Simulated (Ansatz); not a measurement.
# C6H6: the cost of one run

Computed with the Python package of Ansatz 0.2.0. Level of theory: PBE+D4/def2-SVP.

**1. The structure**

Bond lengths: C1–C2 1.469 Å, C2–C3 1.333 Å, C3–C4 1.474 Å, C4–C5 1.338 Å, C1–C6 1.504 Å, C5–C6 1.508 Å, C1–H7 1.082 Å, C2–H8 1.082 Å, C3–H9 1.082 Å, C4–H10 1.083 Å, C5–H11 1.082 Å, C6–H12 1.110 Å. Angles (14 of 18 angles, heavy atoms first): C1–C2–C3 120.3°, C2–C1–C6 121.1°, C2–C3–C4 121.1°, C3–C4–C5 121.5°, C4–C5–C6 122.6°, C1–C6–C5 113.3°, C1–C2–H8 119.7°, C3–C2–H8 120.0°, C2–C1–H7 119.5°, C6–C1–H7 119.4°, C2–C3–H9 119.7°, C4–C3–H9 119.2°, C3–C4–H10 119.0°, C5–C4–H10 119.5°.

No structure file is read: the coordinates are typed or built in the script.

**2. The script**

run_freq.py

```python
"""Vibrations and zero-point energy of C6H6(+)."""

import ansatz as az
from ase import Atoms
import numpy as np

atoms = Atoms(["C", "C", "C", "C", "C", "C", "H", "H", "H", "H", "H", "H"], positions=[
    (-0.2683, -1.4341, -0.0222),
    (1.0985, -0.8955, -0.0428),
    (1.3023, 0.4212, -0.0957),
    (0.1709, 1.365, -0.1395),
    (-1.0976, 0.939, -0.1113),
    (-1.463, -0.5212, -0.0165),
    (-0.4189, -2.5051, 0.0055),
    (1.9419, -1.5736, -0.0189),
    (2.3136, 0.8067, -0.1136),
    (0.3754, 2.4263, -0.2),
    (-1.898, 1.6666, -0.1503),
    (-2.0568, -0.6951, 0.9051),
])
geometry = az.Crystal.molecule_from_ase(atoms)

model = (
    geometry.calculation()
    .basis(gaussian="def2-SVP")  # atom-centred Gaussian functions
    .functional("pbe", dispersion="d4")
    .charge(1)
    .spin("collinear", total=1)
)
symbols = [site.symbol for site in geometry.cartesian_sites]
start = np.array([site.position_ang for site in geometry.cartesian_sites], dtype=float)
def progress(event):
    if event["event"] == "relax_step":
        row = event["data"]
        print(f"step {row['step']:3d}  E = {row['lagrangian_ev']:.6f} eV  largest force component {row['allowed_force_max_ev_ang']:.4f} eV/A")


rep = model.relax(force_tolerance=0.003, max_steps=100).session().plan().execute(on_event=progress).report
end = np.array(rep["positions_ang"])

print("final positions (A) and the move of each atom")
for symbol, xyz, old in zip(symbols, end, start):
    print(f"{symbol:2s} {xyz[0]:10.5f} {xyz[1]:10.5f} {xyz[2]:10.5f}   {np.linalg.norm(xyz - old):7.4f}")

# frequencies need a stationary point, so they are taken at the relaxed geometry
minimum = az.Crystal.molecule()
for symbol, place in zip(symbols, end):
    minimum = minimum.atom(symbol, place.tolist())
vibrating = minimum.calculation()
vibrating = vibrating.basis(gaussian="def2-SVP")
vibrating = vibrating.functional("pbe", dispersion="d4")
vibrating = vibrating.charge(1)
vibrating = vibrating.spin("collinear", total=1).phonons(temperatures=(298.15, 498.15, 100))
vib = vibrating.run(threads=1, backend="cpu").report["vibrations"]
sums = vib["harmonic_sums"]
modes = [m["omega_inv_cm"] for m in sums["modes_at_gamma"] if m["rigid_motion"] == "no"]
print("frequencies (1/cm):", " ".join(f"{w:.0f}" for w in modes))
print("imaginary modes:", sum(w < 0 for w in modes), " zero-point energy:", round(sums["zero_point_energy_ev"], 4), "eV")
print("T (K)   F_vib (eV)   S_vib (meV/K)   C_vib (meV/K)")
for row in zip(sums["temperatures_k"], sums["vibrational_free_energy_ev"], vib["entropy_ev_per_k"], vib["heat_capacity_ev_per_k"]):
    print(f"{row[0]:6.1f} {row[1]:11.4f} {1000 * row[2]:13.4f} {1000 * row[3]:15.4f}")

# all hydrogen replaced by deuterium
heavier = vibrating.phonons(masses={"H": 2.014102}).run(threads=1, backend="cpu").report["vibrations"]["harmonic_sums"]
print("deuterated (1/cm):", " ".join(f"{m['omega_inv_cm']:.0f}" for m in heavier["modes_at_gamma"] if m["rigid_motion"] == "no"))
print("zero-point energy falls by", round(sums["zero_point_energy_ev"] - heavier["zero_point_energy_ev"], 4), "eV")
```

**3. The run**

Command:

```sh
$ python run_freq.py
```

**Question.** How long does this script take on 1 thread of Arm Neoverse V1, shared host, and how much memory does it need?

About 13 min, with a peak of 0.23 GiB.
